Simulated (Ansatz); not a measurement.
# AlH₂F (singlet): wave-function methods side by side, cc-pVTZ

How much of the correlation energy of AlH₂F (singlet) does each wave-function method recover here?

Program: Ansatz 0.2.0, Gaussian basis. Level of theory: cc-pVTZ, core rule «outside noble gas», up to 6 orbitals frozen. These are calculated values, not measurements.

To be run: UHF; CCSD(T) on RHF; BCCD(T) on RHF; CCSDT(Q) on RHF.

9 further runs of the same task are left out: 6 for a known fault of the program, 3 set aside as unsound or not needed.

## Step 1: What is computed

The geometry is a PBE0/def2-TZVP stationary point (not a proven minimum).

4 atoms, charge 0, spin multiplicity 1.

Atoms are counted from 1 here; the program's logs count them from 0.

Bond lengths: Al1–F2 1.650 Å, Al1–H3 1.576 Å, Al1–H4 1.576 Å. Angles: F2–Al1–H3 117.0°, F2–Al1–H4 117.0°, H3–Al1–H4 126.0°.

## Step 2: UHF

Contents of in.yaml:

```yaml
crystal:
  periodic: [false, false, false]
  atoms:
    - {symbol: Al, position_ang: [0.000000, 0.000000, 0.623040]}
    - {symbol: F, position_ang: [0.000000, 0.000000, -1.026821]}
    - {symbol: H, position_ang: [0.000000, 1.404203, 1.338066]}
    - {symbol: H, position_ang: [0.000000, -1.404203, 1.338066]}
basis:
  gaussian: {orbitals: cc-pVTZ}
magnetization: {spin_polarized: true, initial_magnetization: 0}
hamiltonian: {xc: hf}
output: {orbitals: {seedname: orbitals}}
```

On the command line:

```sh
> ansatz run in.yaml --threads 1 --pin off --events-out ev --progress --plain --max-ram 4096MiB --backend cpu
```

Further steps of the session: CCSD(T) on RHF; BCCD(T) on RHF; CCSDT(Q) on RHF.

Q: Predict the results of all the runs planned. Wanted: RCCSDT(Q) below the RHF energy; RMP2 from RCCSDT(Q); RCCSD from RCCSDT(Q); RCCSD(T) from RCCSDT(Q); T1 diagnostic.

**Answer**, as computed:

| quantity | value |
| --- | --- |
| RCCSDT(Q) below the RHF energy | -9.8838 eV |
| RMP2 from RCCSDT(Q) | +62.0 kJ/mol |
| RCCSD from RCCSDT(Q) | +24.6 kJ/mol |
| RCCSD(T) from RCCSDT(Q) | +1.5 kJ/mol |
| levels within 1 kcal/mol (43 meV) | RCCSD(T), BCCD(T), RCCSDT |
| T1 diagnostic | 0.012 |

What this shows: RCCSD(T) lands +1.5 kJ/mol from the yardstick (0.2 % of the correlation energy). These misses are within one basis, not against nature.
